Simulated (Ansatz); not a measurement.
For A-type hexagonal La2O3, PBE-D3(BJ) (Ansatz, a quantum-chemistry and plane-wave program, plane waves, PAW) gives:

- lattice constant a = 3.923 Å
- c axis length = 6.100 Å
- enthalpy of formation = -3.478 eV/atom

What does r²SCAN in Ansatz (plane waves, PAW) give for the same quantities?


- lattice constant a: 3.935 Å (goes up by 0.3 %)
- lattice parameter c: 6.126 Å (grows by 0.4 %)
- formation enthalpy: -3.682 eV/atom (moves by -0.204 eV/atom)

For comparison: lattice constant a 3.934 Å (measured, 300 K, no zero-point or thermal correction, our sources range from 3.934 to 3.940; as tabulated in Santana et al. (2016), arXiv:1608.06321); lattice parameter c 6.13 Å (measured, temperature not stated, no zero-point or thermal correction; as tabulated in Rustad et al. (2011), arXiv:1107.4261); formation enthalpy -3.72 eV/atom (measured, 298 K, no zero-point or thermal correction; as tabulated in Zhang et al. (2018), doi:10.1038/s41524-018-0065-z).

Changes are worked out from the printed values.

Unless a cell is named, each level is at its own relaxed cell (PBE-D3(BJ) 16.26, r²SCAN 16.43 Å³/atom).

Ansatz's density-functional and Hartree–Fock values are scalar-relativistic unless marked +SOC, with PAW data made under PBE.
